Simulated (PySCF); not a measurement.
Task: Give a GFN2-xTB geometry of InChI=1S/C4H8O2/c1-3(5)4-2-6-4/h3-5H,2H2,1H3/t3-,4-/m1/s1.

Result: 
```
atom  x, y, z in Å
C1    -1.279   -0.794   -0.761
C2    -0.492    0.450   -0.363
O3    -1.415    1.431    0.058
C4     0.487    0.131    0.754
C5     1.843   -0.341    0.474
O6     1.600    0.970    0.893
H7    -1.844   -1.157    0.093
H8    -0.606   -1.572   -1.108
H9    -1.979   -0.538   -1.551
H10    0.081    0.823   -1.228
H11   -0.924    2.190    0.393
H12    0.018   -0.164    1.691
H13    2.349   -0.977    1.190
H14    2.162   -0.452   -0.556
```

Any rigid rotation of these coordinates is as good. Atoms count from 1 in this order. The 3 C–C bonds span 1.463 Å (C4–C5, drawn single) to 1.525 Å (C1–C2, drawn single), a spread of 0.062 Å. Of the pairs four or more bonds apart, O6···H11 is among the closest relative to their van der Waals radii: 2.85 Å, 105 % of the sum of Bondi's values. The 3-membered ring C4–C5–O6 has internal angles of 58.4° to 63.0°.

Bonds between heavy atoms (Å): C1–C2 1.525, C2–O3 1.411, C2–C4 1.520, C4–C5 1.463, C5–O6 1.398, C4–O6 1.400.

The geometry is computed with GFN2-xTB (gas phase).

Point group: C1 (no symmetry element, even within 0.4 Å). Stationary, but not proved a minimum. One conformer, not necessarily the lowest (C1–C2–O3–H 175°, C1–C2–C4–C5 89°).
